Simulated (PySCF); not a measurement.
Species: thio-thionyl fluoride, S₂F₂.
SMILES: `FS(F)=S`

The closed-shell ground state was solved at several levels (PySCF, density fitting, gas phase, non-relativistic). Geometry: PBE0-D3(BJ)/def2-SVP; no solvent, vibrations or thermal averaging.

| level | basis functions | HOMO (eV) | LUMO (eV) | gap (eV) | dipole (D) |
| --- | --- | --- | --- | --- | --- |
| PBE0/def2-TZVP | 136 | -8.21 | -2.38 | 5.83 | 1.10 |
| PBE0/def2-SVPD | 100 | -8.38 | -2.62 | 5.76 | 1.15 |
| PBE0/pcSseg-1 | 82 | -8.28 | -2.47 | 5.81 | 1.33 |
| HF/def2-SVPD | 100 | -11.04 | 0.92 | 11.96 | 1.40 |
| BHandHLYP/def2-SVPD | 100 | -9.42 | -1.63 | 7.79 | 1.31 |

Problem. What might B3LYP/def2-SVPD (100 basis functions) give for the same quantities?

Solution. HOMO -8.14 eV, LUMO -2.81 eV, gap 5.33 eV, dipole 1.21 D.

Problem. Over all these levels, which gives the widest orbital gap and which the narrowest?

Solution. HF/def2-SVPD (Hartree–Fock, all exact exchange) has the widest, 11.96 eV, and B3LYP/def2-SVPD (global hybrid, 20 % exact exchange) the narrowest, 5.33 eV. The two share the basis. From the narrowest to the widest the HOMO moves by -2.90 eV and the LUMO by +3.73 eV.

Problem. How much does the basis alone move the frontier levels among the 3 PBE0 rows?

Solution. The HOMO by 0.17 eV and the LUMO by 0.24 eV. By rising basis size (HOMO, LUMO in eV): pcSseg-1 -8.28, -2.47; def2-SVPD -8.38, -2.62; def2-TZVP -8.21, -2.38.

Problem. In the def2-SVPD basis, how does the gap go with the fixed share of exact exchange?

Solution. B3LYP (20 %) 5.33 eV; PBE0 (25 %) 5.76 eV; BHandHLYP (50 %) 7.79 eV; HF (100 %) 11.96 eV. Each rise in the share widens the gap here.

Problem. How far do the dipole and the HOMO energy spread over the levels?

Solution. The dipole runs from 1.10 to 1.40 D (mean 1.25 D) and the HOMO from -11.04 to -8.14 eV.
